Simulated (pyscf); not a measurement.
Optimised with ωB97X-D3(BJ)/def2-SVP in PySCF.

Question: What is the homolytic dissociation enthalpy (298 K, ωB97M-D3(BJ)/def2-TZVP) of the C–O bond of O=CH–O–Zn–OH (SMILES O=C[O][Zn][OH]), to •HC=O + •O–Zn–OH?

Answer: C–O to •HC=O + •O–Zn–OH: 105.8 kcal/mol. The 7 functionals that were run give +102.7 (B3LYP-D3(BJ)) to +109.7 kcal/mol (M06-2X). The radicals are drawn with the spin at the cut bond; how far it spreads was not checked. Other isomers of •O–Zn–OH were not searched in full and may lie lower. Elements up to Kr have no core potential and no relativistic terms here.
